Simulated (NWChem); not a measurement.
System: hydrogen peroxide (H$_{2}$O$_{2}$); SMILES OO

The following NWChem deck was run.

```
start job
memory heap 200 mb stack 900 mb global 1100 mb
geometry units angstroms noautosym nocenter noautoz
  O      0.040794    -0.708066    -0.122099
  O     -0.040790     0.708067    -0.122096
  H     -0.758713    -0.939419     0.370136
  H      0.758709     0.939418     0.370134
end
basis spherical
  * library def2-svp
end
dft
  xc pbe0
  iterations 150
end
cosmo
  do_cosmo_smd true
  solvent hexane
end
task dft energy
```

Output (shortened):

```
             Northwest Computational Chemistry Package (NWChem) 7.3.0
             --------------------------------------------------------

                             Geometry "geometry" -> ""
                             -------------------------

 Output coordinates in angstroms (scale by  1.889725989 to convert to a.u.)

  No.       Tag          Charge          X              Y              Z
 ---- ---------------- ---------- -------------- -------------- --------------
    1 O                    8.0000     0.04079400    -0.70806600    -0.12209900
    2 O                    8.0000    -0.04079000     0.70806700    -0.12209600
    3 H                    1.0000    -0.75871300    -0.93941900     0.37013600
    4 H                    1.0000     0.75870900     0.93941800     0.37013400

 Effective nuclear repulsion energy (a.u.)      37.3949740220

                                 NWChem DFT Module
                                 -----------------

 Summary of "ao basis" -> "ao basis" (spherical)
 ------------------------------------------------------------------------------
       Tag                 Description            Shells   Functions and Types
 ---------------- ------------------------------  ------  ---------------------
 O                          def2-svp                 6       14   3s2p1d
 H                          def2-svp                 3        5   2s1p

 in cosmo_initialize ...
 calling solv_data for solv:hexane

 solvent parameters
 solvname_short: hexane
 solvname_long:  n-hexane
 dielec:        1.8819
 dielecinf:     1.8903
 nonaqueous SMD model solvent descriptors
 dielec:        1.8819
 sola:          0.0000
 solb:          0.0000
 solc:          0.0000
 solg:         25.7500
 solh:          0.0000
 soln:          1.3749

          ---------------
          -cosmo- solvent
          ---------------
 Cosmo: York-Karplus, doi: 10.1021/jp992097l
 dielectric constant -eps-     =   1.88
 screen = (eps-1)/(eps    )    =   0.46862
 surface charge correction     = lagrangian

   van der Waals surface
 --------------------------

 ---------- ATOMIC COORDINATES (A.U.) ------------ VDWR(ANG.) --
     1    0.07708948   -1.33805072   -0.23073365     2.294
     2   -0.07708192    1.33805261   -0.23072798     2.294
     3   -1.43375967   -1.77524450    0.69945562     1.200
     4    1.43375212    1.77524261    0.69945184     1.200
 number of segments per atom =        128
 number of   points per atom =        128
 atom (   nspa,  nppa )
 ----------------------
    1 (     92,     0 )       0
    2 (     92,     0 )       0
    3 (      1,     0 )       0
    4 (      1,     0 )       0
 number of -cosmo- surface points =      186
 molecular surface =     91.382 angstrom**2
 molecular volume  =     72.785 angstrom**3
 -lineq- algorithm             =   0
 -bem- low  level              =   3
 -bem- from -octahedral-
 gaussian surface charge width =   4.50000
 degree of switching           =   1.00000
 switching function tolerance  =   0.00010
 atomic radii =
 --------------
    1  8.000  2.294
    2  8.000  2.294
    3  1.000  1.200
    4  1.000  1.200
 ...... end of -cosmo- initialization ......

 nat:                     4
 ixmem:                  1008
 calling mnsol_interface()
 G(SMD-CDS) energy (kcal/mol)  =    -0.945
 SMD-CDS SASA (angstrom**2)    =    71.954

            General Information
            -------------------
          SCF calculation type: DFT
          Wavefunction type:  closed shell.
          No. of atoms     :     4
          No. of electrons :    18
           Alpha electrons :     9
            Beta electrons :     9
          Charge           :     0
          Spin multiplicity:     1
          Use of symmetry is: off; symmetry adaption is: off
          Maximum number of iterations: 150
          AO basis - number of functions:    38
                     number of shells:    18
          Convergence on energy requested:  1.00D-06
          Convergence on density requested:  1.00D-05
          Convergence on gradient requested:  5.00D-04

[...]

                                COSMO-SMD solvation results
                                ---------------------------

             internal energy in gas <Psi(g)|H|Psi(g)> =      -151.263841331896
         internal energy in solvent <Psi(s)|H|Psi(s)> =      -151.263760329646
                               delta internal energy  =         0.000081002250 (    0.05 kcal/mol)
   total free energy in solvent <Psi(s)|H+V/2|Psi(s)> =      -151.266769447561
 polarization energy contribution <Psi(s)|V/2|Psi(s)> =        -0.003009117915 (   -1.89 kcal/mol)
    total free energy in solvent including G(SMD-CDS) =      -151.268276151304
                       G(SMD-CDS) energy contribution =        -0.001506703743 (   -0.95 kcal/mol)
     1 M fixed-concentration free energy of solvation =        -0.004434819408 (   -2.78 kcal/mol)

                       DFT Final Molecular Orbital Analysis
                       ------------------------------------

 Vector    7  Occ=2.000000D+00  E=-4.305601D-01
              MO Center=  1.3D-06,  2.8D-07, -2.3D-01, r^2= 1.2D+00
   Bfn.  Coefficient  Atom+Function         Bfn.  Coefficient  Atom+Function
  ----- ------------  ---------------      ----- ------------  ---------------
     6      0.331451  1 O  pz                20      0.331448  2 O  pz
     5      0.271489  1 O  py                19     -0.271490  2 O  py
     9      0.230966  1 O  pz                23      0.230964  2 O  pz
     8      0.171299  1 O  py                22     -0.171300  2 O  py
     3     -0.147839  1 O  s                 17     -0.147841  2 O  s

 Vector    8  Occ=2.000000D+00  E=-3.255284D-01
              MO Center=  6.3D-07, -2.2D-06, -3.6D-02, r^2= 1.2D+00
   Bfn.  Coefficient  Atom+Function         Bfn.  Coefficient  Atom+Function
  ----- ------------  ---------------      ----- ------------  ---------------
     4      0.404538  1 O  px                18     -0.404538  2 O  px
     7      0.268512  1 O  px                21     -0.268511  2 O  px
     6      0.173012  1 O  pz                20      0.173006  2 O  pz
    29     -0.168155  3 H  s                 34     -0.168156  4 H  s
     3      0.158226  1 O  s                 17      0.158230  2 O  s

 Vector    9  Occ=2.000000D+00  E=-2.788449D-01
              MO Center=  1.6D-06,  8.7D-06, -1.6D-01, r^2= 1.1D+00
   Bfn.  Coefficient  Atom+Function         Bfn.  Coefficient  Atom+Function
  ----- ------------  ---------------      ----- ------------  ---------------
     6      0.463503  1 O  pz                20     -0.463508  2 O  pz
     9      0.340122  1 O  pz                23     -0.340125  2 O  pz
     4      0.124437  1 O  px                18      0.124441  2 O  px
     7      0.115752  1 O  px                21      0.115756  2 O  px
    29      0.109082  3 H  s                 34     -0.109079  4 H  s

 Vector   10  Occ=0.000000D+00  E= 5.845394D-02
              MO Center= -4.4D-05, -4.5D-05,  1.1D-01, r^2= 2.3D+00
   Bfn.  Coefficient  Atom+Function         Bfn.  Coefficient  Atom+Function
  ----- ------------  ---------------      ----- ------------  ---------------
     3      0.601480  1 O  s                 17     -0.601441  2 O  s
    30     -0.594071  3 H  s                 35      0.594005  4 H  s
     8      0.436208  1 O  py                22      0.436216  2 O  py
     5      0.390092  1 O  py                19      0.390098  2 O  py
     2      0.217762  1 O  s                 16     -0.217752  2 O  s

 Vector   11  Occ=0.000000D+00  E= 7.592755D-02
              MO Center=  1.2D-05,  1.0D-05,  5.1D-01, r^2= 3.8D+00
   Bfn.  Coefficient  Atom+Function         Bfn.  Coefficient  Atom+Function
  ----- ------------  ---------------      ----- ------------  ---------------
    30      0.916980  3 H  s                 35      0.916998  4 H  s
     3     -0.581926  1 O  s                 17     -0.581973  2 O  s
     7      0.224268  1 O  px                21     -0.224272  2 O  px
     9     -0.152836  1 O  pz                23     -0.152834  2 O  pz
     4      0.150832  1 O  px                18     -0.150832  2 O  px

 Vector   12  Occ=0.000000D+00  E= 1.352073D-01
              MO Center=  3.9D-05,  3.9D-05,  2.7D-01, r^2= 3.0D+00
   Bfn.  Coefficient  Atom+Function         Bfn.  Coefficient  Atom+Function
  ----- ------------  ---------------      ----- ------------  ---------------
    30      0.874170  3 H  s                 35     -0.874222  4 H  s
     8      0.494260  1 O  py                22      0.494265  2 O  py
     5      0.359670  1 O  py                19      0.359673  2 O  py
     7      0.222490  1 O  px                21      0.222499  2 O  px
     4      0.151252  1 O  px                18      0.151256  2 O  px

     Multipole analysis of the density
     ---------------------------------

     L   x y z        total         alpha         beta         nuclear
     -   - - -        -----         -----         ----         -------
     0   0 0 0     -0.000000     -9.000000     -9.000000     18.000000

     1   1 0 0     -0.000005     -0.000029     -0.000029      0.000053
     1   0 1 0      0.000002     -0.000006     -0.000006      0.000013
     1   0 0 1      0.734015      1.513400      1.513400     -2.292786

     2   2 0 0     -7.041324     -5.623856     -5.623856      4.206387
     2   1 1 0      2.349847     -0.545185     -0.545185      3.440217
     2   1 0 1     -0.000005      0.000011      0.000011     -0.000028
     2   0 2 0     -7.997024    -21.473060    -21.473060     34.949096
     2   0 1 1     -0.000005     -0.000027     -0.000027      0.000049
     2   0 0 2     -8.641036     -5.235647     -5.235647      1.830258
```

Level: PBE0/def2-SVP, SMD on the gas-phase geometry. The geometry was optimised at PBE0/def2-SVP. Solvent: n-hexane.
